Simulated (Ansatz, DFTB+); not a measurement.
## How well does each level of theory give the elastic constant C44 of bcc W?

Reference value: 163 GPa (measured, 0 K, extrapolated to 0 K; zero-point effects included; as tabulated in Wang et al. (2022), arXiv:2209.12322).

```json
[
 {"level (code)": "GFN1-xTB as cut by DFTB+", "value (GPa)": "170", "cell (Å³/atom)": "17.16"},
 {"level (code)": "PBE (Ansatz)", "value (GPa)": "___", "cell (Å³/atom)": "16.13"},
 {"level (code)": "PBE-D3(BJ) (Ansatz)", "value (GPa)": "152", "cell (Å³/atom)": "15.77"},
 {"level (code)": "r²SCAN+rVV10 (Ansatz)", "value (GPa)": "151", "cell (Å³/atom)": "15.80"}
]
```

**Question.** Some entries are withheld; supply them.

**Answer.** 
- PBE (Ansatz, an electronic-structure program), value (GPa): 139

Differences against the reference: GFN1-xTB as cut by DFTB+ +4.3 %, PBE -14.7 %, PBE-D3(BJ) -6.7 %, r²SCAN+rVV10 -7.4 %.

Once the reference is moved by up to 5.0 % (a margin picked here for doubts on the reference and the settings, and for temperature and zero-point motion) and values within 1.7 % count as equal, the nearest can be GFN1-xTB as cut by DFTB+ (+4.3 %), PBE-D3(BJ) (-6.7 %) or r²SCAN+rVV10 (-7.4 %). Within 20 %: GFN1-xTB as cut by DFTB+, PBE, PBE-D3(BJ), r²SCAN+rVV10.

The reference isn't brought to a static lattice, while the calculations are for one, so the differences are not the levels' errors alone.  Density-functional levels without +SOC have no spin–orbit coupling. GFN1-xTB as cut by DFTB+: the method was fitted mainly to molecules. GFN1-xTB as cut by DFTB+: codes differ in how they cut the long-range tail of xTB's charge interaction in a crystal, so the value belongs to this code. PBE, PBE-D3(BJ), r²SCAN+rVV10: shear constants of such metals converge slowly with the k mesh. PBE-D3(BJ): the dispersion coefficients are held fixed in the derivatives. Each level is taken at its own relaxed cell. Cutoffs differ between the levels. Ansatz's density-functional and Hartree–Fock values are scalar-relativistic unless marked +SOC, with PAW data made under PBE.

Differences are worked out from the printed values.
